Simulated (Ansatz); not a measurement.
Relaxation of C$_{2}$H$_{3}$FN$_{2}$ (8 atoms, charge 0, multiplicity 1), to a largest force component of 0.02 eV/Å in at most 40 steps.

Method: RKS PBE0-D4/def2-SVP in Ansatz.

```xyz
8
Properties=species:S:1:pos:R:3
N 0.243 1.960 0.123
C 0.356 0.739 0.277
N -0.529 -0.063 -0.414
C -0.258 -1.322 -0.238
F 0.637 -1.808 0.546
H -0.597 2.113 -0.537
H 1.185 0.364 0.941
H -0.945 -2.040 -0.754
```

Q: Where does it end, and by what steps?

A: It converged. After 8 steps the energy has fallen by 0.473 eV; H6 moved furthest, 0.12 Å.

| step | energy less start (eV) | largest force component (eV/Å) | accepted |
| --- | --- | --- | --- |
| 0 | 0.0000 | 4.107 | yes |
| 1 | -0.3436 | 2.055 | yes |
| 2 | -0.4262 | 1.128 | yes |
| 3 | -0.4368 | 0.541 | yes |
| 4 | -0.4679 | 0.298 | yes |
| 5 | -0.4700 | 0.113 | yes |
| 6 | -0.4722 | 0.154 | yes |
| 7 | -0.4727 | 0.023 | yes |
| 8 | -0.4728 | 0.007 | yes |

```xyz
8
Properties=species:S:1:pos:R:3
N 0.220 2.050 0.131
C 0.360 0.799 0.257
N -0.462 -0.132 -0.399
C -0.307 -1.366 -0.242
F 0.615 -1.928 0.534
H -0.565 2.230 -0.507
H 1.161 0.412 0.907
H -0.929 -2.121 -0.738
```

Whether the end is a true minimum wasn't checked by a vibrational analysis.

Run time: 35 s on 1 thread of Arm Neoverse N1 (shared host), peak memory 0.14 GiB.
